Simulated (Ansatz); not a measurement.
A trace of molecular dynamics of BH$_{5}$N$_{2}$ (8 atoms, charge 0, multiplicity 1).

All numbers below come from RKS PBE0/def2-mTZVP in Ansatz 0.2.0.

```yaml
ensemble: NVE (Milne-controlled integrator)
starting_velocities_drawn_for: 1000 K
seed: 615806
```

| time (fs) | T (K) | potential energy less start (eV) | conserved less start (meV/atom) |
| --- | --- | --- | --- |
| 0.0 | 1000 | 0.000 | 0.00 |
| 5.0 | 829 | 0.132 | -0.13 |
| 10.0 | 732 | 0.207 | -0.11 |
| 15.0 | 861 | 0.107 | -0.11 |
| 20.0 | 837 | 0.126 | -0.12 |
| 25.0 | 518 | 0.373 | -0.14 |
| 30.0 | 297 | 0.544 | -0.15 |
| 35.0 | 570 | 0.332 | -0.17 |
| 40.0 | 557 | 0.342 | -0.14 |
| 45.0 | 386 | 0.475 | -0.18 |
| 50.0 | 467 | 0.412 | -0.13 |
| 55.0 | 818 | 0.140 | -0.18 |
| 60.0 | 567 | 0.335 | -0.12 |
| 65.0 | 557 | 0.343 | -0.13 |
| 70.0 | 717 | 0.218 | -0.11 |
| 75.0 | 955 | 0.034 | -0.11 |
| 80.0 | 687 | 0.242 | -0.13 |
| 85.0 | 734 | 0.205 | -0.15 |
| 90.0 | 944 | 0.042 | -0.16 |
| 95.0 | 599 | 0.310 | -0.13 |
| 100.0 | 457 | 0.420 | -0.14 |
| 105.0 | 544 | 0.353 | -0.12 |
| 110.0 | 572 | 0.331 | -0.17 |
| 115.0 | 488 | 0.396 | -0.13 |
| 120.0 | 425 | 0.444 | -0.17 |
| 125.0 | 676 | 0.250 | -0.12 |

Q: Can this run be trusted? Judge the integration.

A: The conserved energy stayed within 0.19 meV per atom of its start (net change -0.12 meV per atom), so the integration is sound. A run of 0.12 ps of so small a system gives no equilibrium averages. The time step was 0.5 fs.

Time of the run: 4.1 min on 2 threads of Arm Neoverse V1 (shared host), peak memory 0.12 GiB.
